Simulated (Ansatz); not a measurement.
| atom | x (Å) | y (Å) | z (Å) |
| --- | --- | --- | --- |
| S | -0.0019 | 0.0096 | -0.4986 |
| O | -0.0055 | -0.0002 | 0.9929 |

UHF-MP2 on triplet SO was run in several spherical basis sets with Ansatz (development build ahead of 0.2.0). Frozen core: 6 orbitals.

Rank the basis sets by the total energy that they give, lowest first, with the distance from the lowest.
A. cc-pVTZ
B. cc-pVDZ
C. STO-3G

A (0.00 eV), B (3.74 eV), C (156.76 eV).

Totals follow the description of the cores as much as that of the bonds, so this order isn't one of quality for chemistry.
